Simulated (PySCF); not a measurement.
# S: ionisation energy

S [Ne] 3s2 3p4 (3P) → S⁺ [Ne] 3s2 3p3 (4S), as a difference of total energies. All numbers are calculated (PySCF 2.14, the non-relativistic Hamiltonian (point nucleus), in 6-31G*). Correlated levels: valence: [Ne] frozen. The calculations carry no spin-orbit coupling.

```
           method  ionisation energy (eV)
              UHF                   9.148
           r2SCAN                  10.309
             TPSS                  10.384
    MP2 (valence)                   9.475
SCS-MP2 (valence)                   9.503
   CCSD (valence)                   9.475
CCSD(T) (valence)                   9.487
```

Task: How much does correlation contribute at CCSD(T) (valence)?

Result: 9.487 − (9.148) = 0.339 eV, measured against UHF.

Errors of the correlated levels include the incompleteness of this basis and the frozen core.

For comparison: 10.336 eV (measured; NIST levels, between the centres of gravity of the two terms).
